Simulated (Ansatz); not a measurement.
# SiH2S2: taking an electron away

An exercise on one series of results from a longer session: the logs are not shown, and one member is left open.

Program: Ansatz 0.2.0, Gaussian basis. Level of theory: unrestricted cation, the program's frozen cores in correlated methods. These are calculated values, not measurements.

The runs, in order: UKS PBE-D4/def2-TZVPP; UKS r2SCAN-D4/def2-TZVPP; UKS PBE0-D4/def2-TZVPP; UKS B3LYP-D4/def2-TZVPP; UKS wB97X-V/def2-TZVPP; UKS wB97M-V/def2-TZVPP; UKS B2PLYP/def2-TZVPP; UHF-CCSD(T)/def2-TZVPP; UHF-MP2/def2-QZVPP; extrapolation to the limit; then −ε(HOMO) from the neutral's earlier runs with LDA (SPW92), PBE-D4, revPBE-D4, BLYP-D4, r2SCAN-D4, B97M-V, PBE0-D4, B3LYP-D4, r2SCANh-D4, r2SCAN0-D4, HSE06-D4, BHLYP-D4, CAM-B3LYP-D4, LC-ωPBE, ωB97X-V, ωB97M-V.

## Structure used throughout

An earlier PBE0-D4 in a triple-zeta def2 set relaxation fixed the geometry.

SMILES `[SiH2]1SS1`, 5 atoms, charge 0, spin multiplicity 1.

Atoms are counted from 1 here; the program's logs count them from 0.

Bond lengths: Si1–S2 2.095 Å, Si1–S3 2.095 Å, Si1–H4 1.477 Å, Si1–H5 1.477 Å, S2–S3 2.151 Å. Angles: S2–Si1–S3 61.8°, S2–Si1–H4 118.1°, S2–Si1–H5 118.1°, S3–Si1–H4 118.1°, S3–Si1–H5 118.1°, H4–Si1–H5 113.5°, Si1–S2–S3 59.1°, Si1–S3–S2 59.1°.

Set-up of the first run:

File in.yaml:

```yaml
crystal:
  periodic: [false, false, false]
  atoms:
    - {symbol: Si, position_ang: [-0.240247, 0.214394, -0.210251]}
    - {symbol: S, position_ang: [1.730736, -0.309945, 0.266533]}
    - {symbol: S, position_ang: [0.066736, -1.347206, 1.151438]}
    - {symbol: H, position_ang: [-0.743894, -0.126035, -1.556382]}
    - {symbol: H, position_ang: [-0.763429, 1.495092, 0.307161]}
basis:
  gaussian: {orbitals: def2-TZVPP}
total_charge: 1
magnetization: {spin_polarized: true, initial_magnetization: 1}
hamiltonian: {xc: pbe, dispersion: d4}
```

On the command line:

```sh
$ ansatz run in.yaml --threads 2 --pin off --events-out ev --progress --plain --max-ram 4352MiB
```

Among the steps run: Cation, UKS PBE-D4/def2-TZVPP; Cation, UKS r2SCAN-D4/def2-TZVPP; Cation, UKS PBE0-D4/def2-TZVPP; Cation, UKS B3LYP-D4/def2-TZVPP; Cation, UKS wB97X-V/def2-TZVPP; Cation, UKS wB97M-V/def2-TZVPP; Cation, UKS B2PLYP (frozen core)/def2-TZVPP; Cation, UHF-CCSD(T)/def2-TZVPP; Cation, UHF-MP2/def2-QZVPP.

One table of the session follows, with a row left open; its other results are not shown here.

Orbital estimates, from the neutral's runs:

| functional | −ε(HOMO) (eV) |
| --- | --- |
| LDA (SPW92) | 5.39 |
| PBE-D4 | 5.27 |
| revPBE-D4 | ? |
| BLYP-D4 | 5.09 |
| r2SCAN-D4 | 5.51 |
| B97M-V | 5.60 |
| PBE0-D4 | 6.45 |
| B3LYP-D4 | 6.19 |
| r2SCANh-D4 | 5.94 |
| r2SCAN0-D4 | 6.59 |
| HSE06-D4 | 6.05 |
| BHLYP-D4 | 7.45 |
| CAM-B3LYP-D4 | 7.71 |
| LC-ωPBE | 9.10 |
| ωB97X-V | 8.74 |
| ωB97M-V | 8.57 |

**Question.** Estimate the row for revPBE-D4.

As computed: −ε(HOMO) (eV): 5.23. In the column «−ε(HOMO) (eV)» it lies between BLYP-D4 (5.09) and PBE-D4 (5.27).
